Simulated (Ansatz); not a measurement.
Which isomer of CHS2 gives these data?

These gas-phase data were calculated for one isomer of CHS2 at PBE0-D3(BJ)/def2-SVP (harmonic, unscaled wavenumbers; equilibrium rotational constants with average atomic masses):

| Property | Result |
| --- | --- |
| rotational constants | 105.4, 3.214, 3.119 GHz |
| all wavenumbers above 1500 cm⁻¹ | 2895 |

Candidates:

(1) `S=[C]S`, a doublet
(2) `[S]C=S`, a doublet

**Question.** Assign the data to one candidate and say why.

**Answer.** Candidate (2). No mode falls between 2500 and 2800 cm⁻¹, where the S–H stretch of (1) would stand.

The same quantities for all candidates:

```
     rotational constants (GHz)  wavenumbers above 1500 cm⁻¹  E above the lowest, PBE0-D3(BJ)/def2-SVP (kcal/mol)
(1)         107.2, 3.302, 3.204                         2647                                                  3.8
(2)         105.4, 3.214, 3.119                         2895                                                  0.0
```

Harmonic stretches to hydrogen usually lie a few per cent above observed fundamentals. Each candidate is one conformer. Open shells are spin-unrestricted. Programs: Ansatz 0.2.0.
